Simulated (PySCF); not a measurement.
hydrogen peroxide (H2O2), SMILES OO.

The structure is a stationary point at B3LYP-D3(BJ)/def2-TZVP. A frequency run showed that this geometry is not a minimum.

Calculation: B3LYP-D3(BJ)/def2-TZVP (PySCF).

Harmonic, unscaled wavenumbers; measured fundamentals usually lie a few per cent lower.

```
mode  ν (cm⁻¹)  IR (km/mol)  Raman (Å⁴/amu)  depolarisation  moving atoms (share of kinetic energy)
----  --------  -----------  --------------  --------------  --------------------------------------
1         284i        291.5             0.0               –                                  H 94 %
2          949          0.0            19.1            0.25                                 O 100 %
3         1237        131.1             0.0               –                                  H 94 %
4         1527          0.0             6.1            0.70                          H 89 %, O 11 %
5         3775          0.0           112.1            0.29                                  H 94 %
6         3783         95.4             0.0               –                                  H 94 %
```
